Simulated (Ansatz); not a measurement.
Geometry optimisation, RKS PBE0-D4/def2-SVP in Ansatz 0.2.0.

Input:

```yaml
crystal:
  periodic: [false, false, false]
  atoms:
    - { symbol: B, position_ang: [0.030573, 0.106015, 0.313433] }
    - { symbol: C, position_ang: [0.028549, 0.208836, 1.892486] }
    - { symbol: H, position_ang: [-0.903875, -0.109256, 2.379847] }
    - { symbol: H, position_ang: [0.894214, -0.256925, 2.386174] }
    - { symbol: H, position_ang: [0.125513, 1.297735, 2.084923] }
    - { symbol: H, position_ang: [1.07146, -0.008023, -0.294371] }
    - { symbol: H, position_ang: [-0.988584, 0.281057, -0.315725] }
    - { symbol: H, position_ang: [-0.362254, -2.247181, 0.259638] }
    - { symbol: H, position_ang: [-0.245896, -1.844258, 0.846496] }
basis:
  gaussian: { orbitals: def2-SVP }
hamiltonian:
  xc: pbe0
  dispersion: d4
relax:
  f_tol: 0.03
  max_steps: 50
output:
  orbitals: {}
```

Command:

```bash
$ ansatz run input.yaml --threads 1 --pin off --max-ram 2048MiB --backend cpu --events-out ev --progress --plain --runs-dir out
```

Q: Where does it end, and by what steps?

A: The run converged. After 19 steps the energy has fallen by 0.259 eV; H8 moved furthest, 0.72 Å.

```tsv
step	energy less start (eV)	largest force component (eV/Å)	accepted
0	0.0000	1.492	yes
1	-0.0758	0.402	yes
2	-0.0772	1.064	yes
3	-0.0673	0.929	no
4	-0.1022	0.193	yes
5	-0.1079	0.093	yes
6	-0.1156	0.229	yes
7	-0.1130	0.445	no
8	-0.1312	0.200	yes
9	-0.1504	0.248	yes
10	-0.1629	0.435	yes
11	-0.1692	0.729	yes
12	-0.1849	0.525	yes
13	-0.2049	0.545	yes
14	-0.2252	0.624	yes
15	-0.2204	0.463	no
16	-0.2491	0.169	yes
17	-0.2560	0.170	yes
18	-0.2591	0.036	yes
19	-0.2595	0.014	yes
```

```xyz
9
Properties=species:S:1:pos:R:3
B -0.009 -0.282 0.420
C -0.001 0.208 1.935
H -0.948 0.030 2.467
H 0.820 -0.212 2.538
H 0.150 1.300 1.925
H 1.031 -0.307 -0.217
H -0.958 -0.011 -0.296
H -0.625 -1.585 0.364
H 0.191 -1.713 0.416
```

Time of the run: 32 s on 1 thread of Arm Neoverse V1, with other jobs on the host, peak memory 0.12 GiB.
